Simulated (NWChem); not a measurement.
# SiH2S (SMILES [SiH]S): levels of theory compared

Aim: a comparison of 5 runs (HF/3-21G, HF/def2-SVP, PBE0/def2-SVP, CAM-B3LYP/3-21G, B3LYP/6-31G*) of SiH2S. 

The results are computed with NWChem 7.3.0.

## 1. The system as given

SiH2S has 4 atoms, charge 0, and is taken as a singlet. As SMILES, `[SiH]S`. The coordinates come from a PBE0-D4/def2-TZVP relaxation.

Bond lengths: Si1–S2 2.115 Å, Si1–H3 1.525 Å, S2–H4 1.346 Å. Angles: Si1–S2–H4 97.5°, S2–Si1–H3 89.3°.

## 2. Energy and gradient at HF/3-21G (run 1)

Contents of run.py:

```python
from ase import Atoms
from ase.calculators.nwchem import NWChem

atoms = Atoms(['Si', 'S', 'H', 'H'], positions=[
    [-0.262800, -1.074400, 0.161100],
    [0.190500, 0.958800, -0.206600],
    [1.017500, -1.190800, 0.981400],
    [-0.889700, 1.246000, -0.956200],
])

calc = NWChem(
    label='h2ssi',
    theory='scf',
    memory='2200 mb',
    basis='3-21G',
    basispar='spherical bse',
    scf={'nopen': '0', 'rhf': None, 'thresh': '1e-08', 'maxiter': '80'},
)
atoms.calc = calc

forces = atoms.get_forces()
print(f"energy = {atoms.get_potential_energy():.6f} eV")
print("forces (eV/A):")
for s, f in zip(atoms.symbols, forces):
    print(f"{s:2s} {f[0]:10.5f} {f[1]:10.5f} {f[2]:10.5f}")
print("dipole (e A):", atoms.get_dipole_moment().round(4))
```

Command:

```sh
export ASE_NWCHEM_COMMAND="nwchem PREFIX.nwi > PREFIX.nwo"
python run.py
```

Log:

```text
energy = -18615.114016 eV
forces (eV/A):
Si    0.00463   -1.97342    0.63013
S     0.05512    1.86153   -0.55418
H    -0.09179   -0.30226    0.03785
H     0.03204    0.41420   -0.11380
dipole (e A): [-0.2032 -0.2188 -0.0547]
```

The calculator wrote h2ssi.nwi:

```
title "h2ssi"

permanent_dir h2ssi

scratch_dir h2ssi

start h2ssi

geometry units angstrom nocenter noautosym noautoz
  Si -2.6279999999999998e-01 -1.0744000000000000e+00 1.6109999999999999e-01
  S  1.9050000000000000e-01 9.5879999999999999e-01 -2.0660000000000001e-01
  H  1.0175000000000001e+00 -1.1908000000000001e+00 9.8140000000000005e-01
  H  -8.8970000000000005e-01 1.2460000000000000e+00 -9.5620000000000005e-01
end

memory 2200 mb

basis spherical bse noprint
   * library 3-21G
end

scf
  nopen 0
  rhf
  thresh 1e-08
  maxiter 80
end

task scf gradient
```

h2ssi.nwo:

```text
Northwest Computational Chemistry Package (NWChem) 7.3.0
             --------------------------------------------------------

           Job information
           ---------------

    nwchem branch   = 7.3.0
    use scalapack   = T
    input           = h2ssi.nwi
    prefix          = h2ssi.
    data base       = h2ssi/h2ssi.db
    status          = startup
    nproc           =        1

           Memory information
           ------------------

    heap     =     72089596 doubles =      550.0 Mbytes
    stack    =     72089601 doubles =      550.0 Mbytes
    global   =    144179200 doubles =     1100.0 Mbytes (distinct from heap & stack)
    total    =    288358397 doubles =     2200.0 Mbytes
    verify   = yes
    hardfail = no

[... 120 lines left out ...]
 Convergence threshold     :          1.000E-08
[... 12 lines left out ...]
       Final RHF  results
[... 3 lines left out ...]
      One-electron energy =  -1093.624427329077
[... 1 line left out ...]
 Nuclear repulsion energy =     73.393083253316
[... 34 lines left out ...]
                       ROHF Final Molecular Orbital Analysis
[... 190 lines left out ...]
  wavefunction    =   RHF

                         RHF ENERGY GRADIENTS

    atom               coordinates                        gradient
                 x          y          z           x          y          z
   1 Si     -0.496620  -2.030322   0.304435   -0.000090   0.038377  -0.012254
   2 S       0.359993   1.811869  -0.390417   -0.001072  -0.036201   0.010777
   3 H       1.922796  -2.250286   1.854577    0.001785   0.005878  -0.000736
   4 H      -1.681289   2.354599  -1.806956   -0.000623  -0.008055   0.002213

                 ----------------------------------------
                 |  Time  |  1-e(secs)   |  2-e(secs)   |
                 ----------------------------------------
                 |  CPU   |       0.00   |       0.18   |
                 ----------------------------------------
                 |  WALL  |       0.00   |       0.18   |
                 ----------------------------------------

 Task  times  cpu:        0.6s     wall:        0.6s
 Total times  cpu:        0.6s     wall:        0.6s
```

Run time: 1.6 s. Hardware: 1 thread of Intel Xeon Platinum 8488C (Sapphire Rapids), shared host; peak memory 0.099 GiB.

## 3. Energy and forces at HF/def2-SVP (run 2)

Contents of calc.nw:

```
start calc
memory total 2200 mb

geometry units angstrom noautosym nocenter noautoz
Si      -0.262800      -1.074400       0.161100
S        0.190500       0.958800      -0.206600
H        1.017500      -1.190800       0.981400
H       -0.889700       1.246000      -0.956200
end

basis spherical bse
* library def2-SVP
end

scf
thresh 1e-08
maxiter 80
end

task scf gradient
```

Command:

```sh
nwchem calc.nw > calc.out
```

Log:

```text
[...]
  functions       =    46
[...]
  wavefunction    = RHF
[...]
         Total SCF energy =   -687.389927952674
      One-electron energy =  -1097.696151041307
      Two-electron energy =    336.913139835317
 Nuclear repulsion energy =     73.393083253316
        Time for solution =      1.2s
[...]
                         RHF ENERGY GRADIENTS
    atom               coordinates                        gradient
                 x          y          z           x          y          z
   1 Si     -0.496620  -2.030322   0.304435   -0.006757   0.003667  -0.005328
   2 S       0.359993   1.811869  -0.390417    0.006667  -0.006168   0.005978
   3 H       1.922796  -2.250286   1.854577    0.004589   0.003641   0.001690
   4 H      -1.681289   2.354599  -1.806956   -0.004499  -0.001141  -0.002340
[...]
```

It took 2.5 s on 1 thread of Intel Xeon Platinum 8488C (Sapphire Rapids), shared host; peak memory 0.1 GiB.

Run 3 isn't shown in full; the table further down has it.

## 4. Energy and gradient at CAM-B3LYP/3-21G (run 4)

Contents of a.nw:

```
start a
title "H2SSi gradient"
memory total 2200 mb

geometry units angstrom noautosym nocenter noautoz
Si      -0.262800      -1.074400       0.161100
S        0.190500       0.958800      -0.206600
H        1.017500      -1.190800       0.981400
H       -0.889700       1.246000      -0.956200
end

basis spherical bse
* library 3-21G
end

dft
xc xcamb88 1.00 lyp 0.81 vwn_5 0.19 hfexch 1.00
cam 0.33 cam_alpha 0.19 cam_beta 0.46
grid xfine
convergence energy 1e-08
direct
maxiter 100
mulliken
end

task dft gradient
```

Command:

```sh
nwchem a.nw > a.out
```

Log:

```text
[...]
          Wavefunction type:  closed shell.
          No. of atoms     :     4
          No. of electrons :    32
[...]
          Charge           :     0
          Spin multiplicity:     1
[...]
          AO basis - number of functions:    30
[...]
              XC Information
              --------------
                     Hartree-Fock (Exact) Exchange  1.000
                   CAM-Becke88 Exchange Functional  1.000
                      VWN V Correlation Functional  0.190 local
              Lee-Yang-Parr Correlation Functional  0.810
[...]
 d= 0,ls=0.0,diis     1   -685.3040149786 -7.59D+02  2.02D-02  2.17D-01     0.5
[...]
 d= 0,ls=0.0,diis     8   -685.3338187820 -9.60D-10  9.79D-07  6.20D-11     3.3
         Total DFT energy =     -685.333818781987
      One electron energy =    -1093.961322544963
           Coulomb energy =      382.438639607533
    Exchange-Corr. energy =      -47.204219097873
 Nuclear repulsion energy =       73.393083253316
[...]
      Total Density - Mulliken Population Analysis
     ---------------------------------------------
    Atom       Charge   Shell Charges
 -----------   ------   -------------------------------------------------------
    1 Si  14    13.58   2.00  1.98  5.84  0.88  1.29  0.99  0.60
    2 S   16    16.37   2.00  1.96  5.88  1.04  2.52  0.96  2.02
    3 H    1     1.15   0.43  0.72
    4 H    1     0.90   0.44  0.46
[...]
  wavefunction    = closed shell
[...]
                         DFT ENERGY GRADIENTS
    atom               coordinates                        gradient
                 x          y          z           x          y          z
   1 Si     -0.496620  -2.030322   0.304435    0.005591   0.033559  -0.007253
   2 S       0.359993   1.811869  -0.390417   -0.009613  -0.029288   0.003375
   3 H       1.922796  -2.250286   1.854577   -0.002486   0.003379  -0.002556
   4 H      -1.681289   2.354599  -1.806956    0.006508  -0.007651   0.006434
[...]
```

Run time: 4.8 s. Hardware: 1 thread of Intel Xeon Platinum 8488C (Sapphire Rapids), shared host; peak memory 0.12 GiB.

## 5. Energy and forces at B3LYP/6-31G(d) (spherical functions) (run 5)

Contents of geom.xyz:

```xyz
4

Si    -0.262800    -1.074400     0.161100
S      0.190500     0.958800    -0.206600
H      1.017500    -1.190800     0.981400
H     -0.889700     1.246000    -0.956200
```

Contents of run.py:

```python
from ase.io import read
from ase.calculators.nwchem import NWChem

system = read('geom.xyz')

calc = NWChem(
    label='geom',
    theory='dft',
    memory='2200 mb',
    basis='6-31G*',
    basispar='spherical bse',
    dft={'xc': 'b3lyp', 'mult': '1', 'grid': 'xfine', 'convergence': 'energy 1e-08', 'iterations': '100', 'mulliken': None},
)
system.calc = calc

forces = system.get_forces()
print(f"energy = {system.get_potential_energy():.6f} eV")
print("forces (eV/A):")
for s, f in zip(system.symbols, forces):
    print(f"{s:2s} {f[0]:10.5f} {f[1]:10.5f} {f[2]:10.5f}")
print("dipole (e A):", system.get_dipole_moment().round(4))
```

Command:

```sh
export ASE_NWCHEM_COMMAND="nwchem PREFIX.nwi > PREFIX.nwo"
python run.py
```

Log:

```text
energy = -18744.844652 eV
forces (eV/A):
Si   -0.05214   -0.48470    0.12346
S     0.15483    0.41446   -0.03461
H     0.02119   -0.06237    0.03085
H    -0.12388    0.13257   -0.11971
dipole (e A): [-0.1285 -0.0066 -0.0763]
```

The calculator wrote geom.nwi:

```
title "geom"

permanent_dir geom

scratch_dir geom

start geom

geometry units angstrom nocenter noautosym noautoz
  Si -2.6279999999999998e-01 -1.0744000000000000e+00 1.6109999999999999e-01
  S  1.9050000000000000e-01 9.5879999999999999e-01 -2.0660000000000001e-01
  H  1.0175000000000001e+00 -1.1908000000000001e+00 9.8140000000000005e-01
  H  -8.8970000000000005e-01 1.2460000000000000e+00 -9.5620000000000005e-01
end

memory 2200 mb

basis spherical bse noprint
   * library 6-31G*
end

dft
  xc b3lyp
  mult 1
  grid xfine
  convergence energy 1e-08
  iterations 100
  mulliken
end

task dft gradient
```

geom.nwo:

```text
Northwest Computational Chemistry Package (NWChem) 7.3.0
             --------------------------------------------------------

           Job information
           ---------------

    nwchem branch   = 7.3.0
    use scalapack   = T
    input           = geom.nwi
    prefix          = geom.
    data base       = geom/geom.db
    status          = startup
    nproc           =        1

           Memory information
           ------------------

    heap     =     72089594 doubles =      550.0 Mbytes
    stack    =     72089599 doubles =      550.0 Mbytes
    global   =    144179200 doubles =     1100.0 Mbytes (distinct from heap & stack)
    total    =    288358393 doubles =     2200.0 Mbytes
    verify   = yes
    hardfail = no

[... 91 lines left out ...]
  convergence criterion.
[... 40 lines left out ...]
          Spatial weights used:  Erf1
[... 71 lines left out ...]
         Total DFT energy =     -688.860340841318
[... 3 lines left out ...]
 Nuclear repulsion energy =       73.393083253316
[... 351 lines left out ...]
          Convergence on gradient requested:  5.00D-04
[... 27 lines left out ...]
          total energy or number of iterations.
[... 26 lines left out ...]
                         DFT ENERGY GRADIENTS

    atom               coordinates                        gradient
                 x          y          z           x          y          z
   1 Si     -0.496620  -2.030322   0.304435    0.001014   0.009426  -0.002401
   2 S       0.359993   1.811869  -0.390417   -0.003011  -0.008060   0.000673
   3 H       1.922796  -2.250286   1.854577   -0.000412   0.001213  -0.000600
   4 H      -1.681289   2.354599  -1.806956    0.002409  -0.002578   0.002328

                 ----------------------------------------
                 |  Time  |  1-e(secs)   |  2-e(secs)   |
                 ----------------------------------------
                 |  CPU   |       0.00   |       1.42   |
                 ----------------------------------------
                 |  WALL  |       0.00   |       1.42   |
                 ----------------------------------------

 Task  times  cpu:        7.5s     wall:        7.5s
 Total times  cpu:        7.6s     wall:        7.6s
```

Run time: 8.7 s. Hardware: 1 thread of Intel Xeon Platinum 8488C (Sapphire Rapids), shared host; peak memory 0.12 GiB.

## 6. The series

| run | level | iteration cap | module | energy (Eh) | dipole moment (D) | HOMO energy (eV) | LUMO energy (eV) | wall time |
| --- | --- | --- | --- | --- | --- | --- | --- | --- |
| 1 | HF/3-21G | 80 | scf | -684.092828 | 1.46 | -9.40 | 0.28 | 1.6 s |
| 2 | HF/def2-SVP | 80 | scf | -687.389928 | 0.75 | -9.22 | 0.78 | 2.5 s |
| 3 | PBE0/def2-SVP | 100 | dft | -688.383183 | – | – | – | 6.9 s |
| 4 | CAM-B3LYP/3-21G | 100 | dft | -685.333819 | 1.02 | -8.14 | -1.63 | 4.8 s |
| 5 | B3LYP/6-31G* (spherical functions) | 100 | dft | -688.860341 | 0.72 | -6.67 | -2.65 | 8.7 s |

## 7. What came out

```
                       quantity          value
            run 5: total energy  -688.86034 Eh
           run 5: dipole moment         0.72 D
             run 5: HOMO energy       -6.67 eV
             run 5: LUMO energy       -2.65 eV
           run 5: HOMO–LUMO gap        4.03 eV
run 5: largest force on an atom     0.503 eV/Å
```

In words: Over runs 1, 2, 4, 5 the dipole moment (its size) runs from 0.72 D (B3LYP/6-31G*) to 1.46 D (HF/3-21G). The two ends differ in method and basis. Over runs 1, 2, 4, 5 the HOMO–LUMO gap runs from 4.03 eV (B3LYP/6-31G*) to 10.01 eV (HF/def2-SVP). Totals of different functionals can't be ranked against each other. All runs together took 25 s, the longest 8.7 s.
